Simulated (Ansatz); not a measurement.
## CH₂, singlet: cost against accuracy

Geometry (MP2(full)/6-31G*, from the G2/97 set):

```csv
atom,x (Å),y (Å),z (Å)
C,0.0000,0.0000,0.1002
H,0.0000,0.8622,-0.5971
H,0.0000,-0.8622,-0.5971
```

Measured, as an electronic atomization energy: 180.8 kcal/mol (G2/97 heats of formation of molecule and atoms, with zero-point and thermal terms from B3LYP taken off; Curtiss et al., J. Chem. Phys. 106, 1063 (1997), Staroverov et al., J. Chem. Phys. 119, 12129 (2003)). The measured value holds scalar relativity and spin–orbit coupling, which all computed ones lack, and core correlation, which the wave-function levels lack. Atoms are taken at the same level; beside RHF, RMP2 and RCC rows they are unrestricted. Truncated CI is not size-consistent. The atoms' steps beyond CCSDT(Q) are taken from restricted open-shell runs, which share full CI's core. Ansatz 0.2.0; the 6-31G* set has Cartesian d functions; a miss is computed less measured; times are wall times on shared hosts and scatter by a factor of two or so.

```json
{"level": "RHF", "basis": "STO-3G", "miss (kcal/mol)": "-29.9", "time of the run": "0.09 s", "hardware": "1 CPU thread"}
{"level": "RMP2", "basis": "STO-3G", "miss (kcal/mol)": "-13.8", "time of the run": "–", "hardware": "–"}
{"level": "RCCSD(T)", "basis": "STO-3G", "miss (kcal/mol)": "-4.9", "time of the run": "0.12 s", "hardware": "1 CPU thread"}
{"level": "RCCSDT(Q)", "basis": "STO-3G", "miss (kcal/mol)": "-4.8", "time of the run": "0.21 s", "hardware": "1 CPU thread"}
{"level": "full CI", "basis": "STO-3G", "miss (kcal/mol)": "-4.7", "time of the run": "0.06 s", "hardware": "1 CPU thread"}
{"level": "RHF", "basis": "6-31G", "miss (kcal/mol)": "-68.6", "time of the run": "–", "hardware": "–"}
{"level": "RMP2", "basis": "6-31G", "miss (kcal/mol)": "-42.4", "time of the run": "–", "hardware": "–"}
{"level": "RCCSDT(Q)", "basis": "6-31G", "miss (kcal/mol)": "-36.0", "time of the run": "0.3 s", "hardware": "1 CPU thread"}
{"level": "RCCSDTQ", "basis": "6-31G", "miss (kcal/mol)": "-36.0", "time of the run": "0.81 s", "hardware": "1 CPU thread"}
{"level": "MRCISD+Q (valence space)", "basis": "6-31G", "miss (kcal/mol)": "-36.0", "time of the run": "0.42 s", "hardware": "1 CPU thread"}
{"level": "full CI", "basis": "6-31G", "miss (kcal/mol)": "-36.0", "time of the run": "0.42 s", "hardware": "1 CPU thread"}
{"level": "RHF", "basis": "6-31G*", "miss (kcal/mol)": "-58.5", "time of the run": "0.12 s", "hardware": "1 CPU thread"}
{"level": "RMP2", "basis": "6-31G*", "miss (kcal/mol)": "-29.8", "time of the run": "–", "hardware": "–"}
{"level": "RCCSD(T)", "basis": "6-31G*", "miss (kcal/mol)": "-24.5", "time of the run": "0.15 s", "hardware": "1 CPU thread"}
{"level": "RCCSDTQ", "basis": "6-31G*", "miss (kcal/mol)": "-24.2", "time of the run": "1.4 s", "hardware": "1 CPU thread"}
{"level": "MRCISD+Q (valence space)", "basis": "6-31G*", "miss (kcal/mol)": "-24.9", "time of the run": "0.45 s", "hardware": "1 CPU thread"}
{"level": "full CI", "basis": "6-31G*", "miss (kcal/mol)": "-24.2", "time of the run": "0.69 s", "hardware": "1 CPU thread"}
{"level": "RHF", "basis": "cc-pVDZ", "miss (kcal/mol)": "-57.8", "time of the run": "–", "hardware": "–"}
{"level": "RMP2", "basis": "cc-pVDZ", "miss (kcal/mol)": "-21.2", "time of the run": "–", "hardware": "–"}
{"level": "RCCSD(T)", "basis": "cc-pVDZ", "miss (kcal/mol)": "-15.6", "time of the run": "0.15 s", "hardware": "1 CPU thread"}
{"level": "RCCSDT(Q)", "basis": "cc-pVDZ", "miss (kcal/mol)": "-15.3", "time of the run": "0.55 s", "hardware": "1 CPU thread"}
{"level": "MRCISD+Q (valence space)", "basis": "cc-pVDZ", "miss (kcal/mol)": "-16.0", "time of the run": "0.52 s", "hardware": "1 CPU thread"}
{"level": "full CI", "basis": "cc-pVDZ", "miss (kcal/mol)": "-15.3", "time of the run": "1.9 s", "hardware": "1 CPU thread"}
{"level": "RHF", "basis": "cc-pVTZ", "miss (kcal/mol)": "-54.6", "time of the run": "0.3 s", "hardware": "1 CPU thread"}
{"level": "RMP2", "basis": "cc-pVTZ", "miss (kcal/mol)": "-9.6", "time of the run": "–", "hardware": "–"}
{"level": "RCCSDT(Q)", "basis": "cc-pVTZ", "miss (kcal/mol)": "-4.1", "time of the run": "6 s", "hardware": "1 CPU thread"}
{"level": "RCCSDTQ", "basis": "cc-pVTZ", "miss (kcal/mol)": "-4.1", "time of the run": "8 s", "hardware": "H100 + 2 CPU threads"}
{"level": "RHF", "basis": "cc-pVQZ", "miss (kcal/mol)": "-54.1", "time of the run": "0.94 s", "hardware": "1 CPU thread"}
{"level": "UHF", "basis": "cc-pVQZ", "miss (kcal/mol)": "-42.5", "time of the run": "0.94 s", "hardware": "1 CPU thread"}
{"level": "RMP2", "basis": "cc-pVQZ", "miss (kcal/mol)": "-6.3", "time of the run": "–", "hardware": "–"}
{"level": "UMP2", "basis": "cc-pVQZ", "miss (kcal/mol)": "-4.3", "time of the run": "–", "hardware": "–"}
{"level": "RCCSD(T)", "basis": "cc-pVQZ", "miss (kcal/mol)": "-1.6", "time of the run": "2.2 s", "hardware": "1 CPU thread"}
{"level": "UCCSD(T)", "basis": "cc-pVQZ", "miss (kcal/mol)": "-1.7", "time of the run": "11 s", "hardware": "H100 + 2 CPU threads"}
{"level": "RCCSDT(Q)", "basis": "cc-pVQZ", "miss (kcal/mol)": "-1.3", "time of the run": "4.7 s", "hardware": "H100 + 2 CPU threads"}
{"level": "UCCSDT(Q)", "basis": "cc-pVQZ", "miss (kcal/mol)": "-1.4", "time of the run": "12 s", "hardware": "H100 + 2 CPU threads"}
{"level": "MRCISD+Q (valence space)", "basis": "cc-pVQZ", "miss (kcal/mol)": "-2.1", "time of the run": "4.3 s", "hardware": "H100 + 2 CPU threads"}
{"level": "PBE", "basis": "cc-pVQZ", "miss (kcal/mol)": "4.9", "time of the run": "2.6 s", "hardware": "H100 + 2 CPU threads"}
{"level": "r2SCAN", "basis": "cc-pVQZ", "miss (kcal/mol)": "5.4", "time of the run": "4 s", "hardware": "H100 + 2 CPU threads"}
{"level": "wB97M-V", "basis": "cc-pVQZ", "miss (kcal/mol)": "1.3", "time of the run": "4 s", "hardware": "H100 + 2 CPU threads"}
{"level": "B2PLYP", "basis": "cc-pVQZ", "miss (kcal/mol)": "2.0", "time of the run": "5.5 s", "hardware": "H100 + 2 CPU threads"}
```

HF's time is that of a plain UHF run. A dash: the level came out of a higher level's run.

Some unrestricted rows aren't spin-pure. Their determinants' ⟨S²⟩ reaches 0.72 in the UHF rows, 0.72 in the UMP2 and UCC rows, 0.74 in the Kohn–Sham rows, against 0.00 for a pure state.

A composite of the best parts (restricted reference, at this geometry, which isn't the minimum of the high levels):

| part | kcal/mol |
| --- | --- |
| Hartree–Fock limit (T, Q; exp(−5.46 √X)) | 126.83 |
| CCSD(T) correlation limit (T, Q; X⁻³) | 54.16 |
| CCSDT − CCSD(T) (QZ) | 0.20 |
| (Q) (QZ) | 0.11 |
| CCSDTQ − CCSDT(Q) (TZ) | 0.03 |
| full CI − CCSDTQ (TZ) | 0.00 |
| sum | 181.3 |
| sum less measured | 0.5 |
